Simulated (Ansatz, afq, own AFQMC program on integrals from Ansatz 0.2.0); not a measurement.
**Where AFQMC and coupled cluster stand for BNH, doublet**

```xyz
3

B     0.0000    0.0000    0.0439
N     0.0000    0.0000   -1.2617
H     0.0000    0.0000    1.2178
```

Connectivity, by distances: BH–N.

Basis cc-pVDZ. Only valence electrons are correlated. Integrals, coupled cluster, full CI and functionals: Ansatz 0.2.0; the random walks run on the same integrals in our own AFQMC program. ph-AFQMC/CISD is guided by a CISD state made of CCSD amplitudes; releasing the constraint for a short imaginary time cuts its bias at the price of noise, slowly where states lie close. ± is one standard error of the sampling.

Determinant: UHF, the one that the program's search chose, which needn't be the lowest solution. The geometry is a PBE0/def2-TZVP stationary point of this or a neighbouring charge and spin state.

No full CI on the walks' own integrals is used here; CCSDTQ serves as the reference and is uncertain by about the last step of the cluster series.

The T1 diagnostic is 0.0263. The weight of the determinant in the CISD state is 0.894. The ⟨S²⟩ of the determinant is 0.783 and the size of the correlated space is 9 electrons in 31 orbitals.

```json
{"level": "MP2", "correlation energy (eV)": "-5.4217"}
{"level": "CCSD", "correlation energy (eV)": "-6.1047"}
{"level": "CCSD(T)", "correlation energy (eV)": "-6.3063"}
```

**Question.** Estimate where phaseless AFQMC with a CISD trial lies against CCSD(T) on the same integrals.

**Answer.** 2.3 ± 0.4 kJ/mol below CCSD(T).

Reference: CCSDTQ, correlation energy -6.352 eV. The released energy is read at 2.40 1/Eh (meV from the phaseless value at times in 1/Eh: -7 ± 3 at 0.24, -13 ± 4 at 0.51, -20 ± 3 at 0.99, -19 ± 3 at 1.62, -20 ± 4 at 2.40).

```tsv
level	E − E(reference) (kJ/mol)	share of correlation (%)
CCSD(T)	4.4	99.28
CCSDT	1.7	99.73
CCSDT(Q)	-0.2	100.03
ph-AFQMC/HF	5.2 ± 2.3	99.15
ph-AFQMC/CISD	2.1 ± 0.4	99.66
released AFQMC	0.2 ± 0.4	99.97
```

CCSDT and higher add their correlation energy to the determinant of the CCSD(T) run, since their own runs factorise the integrals more tightly (a shift of under 2 meV). A walk keeps the symmetry of its determinant, which the program's search chose and which needn't be the lowest solution, so a lower state of the same spin and another symmetry isn't excluded. Released energies are given only where the last usable release times agree within the noise; a slower fall can still hide under it.
